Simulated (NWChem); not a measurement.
System: carbonyl sulfide (COS); SMILES O=C=S

Computed with NWChem. Pople sets run with spherical d functions. The geometry was optimised at PBE0/def2-SVP. Computed dipoles belong to the equilibrium geometry; the measured one is vibrationally averaged.

Measured dipole moment: 0.71 D (NIST CCCBDB, as tabulated in the package chemicals).

Problem. Which of these levels lies farthest from the measured value, and how do the others fare: B3LYP/def2-SVP; B3LYP/def2-SVPD; B3LYP/STO-3G; B3LYP/3-21G; B3LYP/6-311++G**; B3LYP/6-31G*; B3LYP/6-31+G*; B3LYP/def2-TZVP; B3LYP/aug-cc-pVTZ?

Solution. B3LYP/3-21G.
```tsv
level	dipole moment (D)	computed − measured
B3LYP/STO-3G	0.42	-0.29
B3LYP/3-21G	0.05	-0.66
B3LYP/6-31G*	0.40	-0.31
B3LYP/6-31+G*	0.71	0.00
B3LYP/def2-SVP	0.60	-0.11
B3LYP/def2-SVPD	0.78	+0.07
B3LYP/def2-TZVP	0.76	+0.05
B3LYP/6-311++G**	0.79	+0.08
B3LYP/aug-cc-pVTZ	0.77	+0.06
```
